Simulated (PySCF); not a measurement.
Level of theory: PBE-D3(BJ)/def2-TZVP // PBE0-D4/def2-TZVP run with PySCF 2.14.0. Gas-phase values, no solvent. One relaxed conformer stands for a flexible species; it need not be the lowest. 

Reference species (SMILES): `[CH2]C` (neutral, multiplicity 2).

```yaml
highest_occupied_spin_orbital: -4.54 eV
```

Changed species: `[CH2]N` (radical fragment; the reference has radical fragment).

Task: What does the change do to the highest occupied spin orbital?

Result: the highest occupied spin orbital increases by 1.56 eV, to -2.98 eV.
